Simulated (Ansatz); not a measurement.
Basis-set extrapolation for C2H2O2S, SMILES `S=C1OCO1` (PBE0-D4/def2-TZVP geometry, frozen core, Ansatz). Multiplicity 1, RHF reference.

|  | def2-TZVPP | def2-QZVPP |
| --- | --- | --- |
| HF | -624.215361 | -624.236343 |
| MP2 correlation | -0.945325 | -1.017572 |
| CCSD(T) correlation | -1.008543 | not run |

Energies in hartree. Use E(X) = E(∞) + A·exp(−7.88·√X) for Hartree–Fock and E(X) = E(∞) + B·X^(−2.97) for correlation, with X = 3 and 4, and add CCSD(T) minus MP2 of the smaller set to the MP2 limit.

Task: What is the CCSD(T) energy at the basis-set limit?

Result: HF limit: -624.236343 + (-0.020982) × 0.13774 = -624.23923. MP2 limit: -1.017572 + (-0.072247) × 0.74074 = -1.07109. Higher-order term: -1.008543 − (-0.945325) = -0.06322. Total: -625.37354 hartree, 392.9 kJ/mol below CCSD(T)/def2-TZVPP.
